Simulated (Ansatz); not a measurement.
Seven cases of bond dissociation energy with Al to Br (electronic energies, kcal/mol); geometries: B3LYP-D3(BJ)/def2-TZVP. The cases were drawn at random from those of this class that have a high level and all functionals, leaving out states under which another spin lies or may lie. Left out are anions, K, Ca, elements past Kr, ionisation of Li, Na and Mg, pi-pi* triplets of linear molecules and other triplets made from a closed-shell parent. Runs that doubt their state, and full CI more than 15 mEh from coupled cluster, are set aside; a case stays where another high level and all functionals remain. AFQMC serves as high level only in triple zeta or larger, with a steady walk, a bar under 0.8 kcal/mol and agreement with other high levels or trials where they ran; where none ran, an unstable determinant or (outside 3d species) a high T1 diagnostic also bars it, so strongly correlated cases are thinned. No case was kept or dropped by the size of a functional's miss. High levels with a bar over 0.5 kcal/mol are left out too, and the seventh case lies inside the range of the six. Affinities count positive where energy is released, gaps as the second state minus the first. PBE0 is by Ansatz (a first-principles code) in def2-TZVPD. High levels (Ansatz): P = CCSD(T)/CBS(cc-pV(Q+d)Z,cc-pV(5+d)Z) + [CCSDT(Q) - CCSD(T)]/cc-pV(D+d)Z + core + X2C; Q = CCSD(T)/CBS(cc-pV(T+d)Z,cc-pV(Q+d)Z) + [CCSDT(Q) - CCSD(T)]/cc-pV(D+d)Z + core + X2C; R = CCSD(T)/CBS(cc-pVTZ,cc-pVQZ) + [CCSDT(Q) - CCSD(T)]/cc-pVDZ; S = CCSD(T)/CBS(cc-pVTZ,cc-pVQZ) + [CCSDT(Q) - CCSD(T)]/cc-pVTZ. Radicals and triplets start from unrestricted determinants; spin-orbit coupling is neglected. Cores are frozen in correlated methods (noble-gas shells, and filled d and f shells in the p block). Rows without X2C or -DK are non-relativistic. CBS(X,Y): correlation extrapolated as X^-3, Hartree-Fock from the larger set (Q,5: extrapolated as (X+1)exp(-9√X)). A bracket is a step between two methods taken in the basis named. Functionals run without relativity, which enters their misses. 'core' is core correlation in cc-pwCVTZ (1s frozen past Ne), 'X2C' scalar relativity in cc-pVTZ-DK, both at CCSD(T). Where a partner has so few electrons that a lower coupled-cluster level is exact, that level stands in. Spin-orbit terms, left out, reach several kcal/mol for Br and I, and more for heavier atoms.

```csv
case,PBE0,level,high level
"CHBrF2 (bromo(difluoro)methane, SMILES FC(Br)F) → CBrF2 (SMILES [C](F)(Br)F, doublet) + H (doublet)",102.2,R,108.1
"Ge2H6 (SMILES [GeH3][GeH3]) → 2 GeH3 (SMILES [GeH3], doublet)",70.9,S,71.3
"CH6Ge (SMILES [CH3][GeH3]) → CH5Ge (SMILES [CH2][GeH3], doublet) + H (doublet)",106.2,S,109.8
"BHSCl2 (dichloroborinothioic acid, SMILES SB(Cl)Cl) → BCl2 (SMILES [B](Cl)Cl, doublet) + HS (SMILES [SH], doublet)",104.7,P,108.3
"H5Si2OF (fluoro(silyloxy)silane, SMILES F[SiH2]O[SiH3]) → H5Si2O (SMILES [SiH2]O[SiH3], doublet) + F (doublet)",154.2,Q,163.4
"Si2H4F2 (fluoro(fluorosilyl)silane, SMILES F[SiH2][SiH2]F) → 2 SiH2F (SMILES F[SiH2], doublet)",75.0,Q,80.7
"C3H8S (SMILES CCSC) → C2H5 (SMILES [CH2]C, doublet) + CH3S (SMILES C[S], doublet)",72.8,Q,withheld
```

Q: Fit a straight line from PBE0 to the high level over the first six rows by least squares, predict the seventh, and compare with the calculation.

A: Means: PBE0 102.20, high level 106.93. Sxx = 4445.78, Sxy = 4780.02, slope 1.0752, intercept -2.95 kcal/mol; residual standard deviation 2.1 kcal/mol. Seventh row: 1.0752·(72.8) -2.95 = 75.3 kcal/mol. The calculation gave 78.0 kcal/mol: the line differs from it by -2.7, PBE0 itself by -5.2.
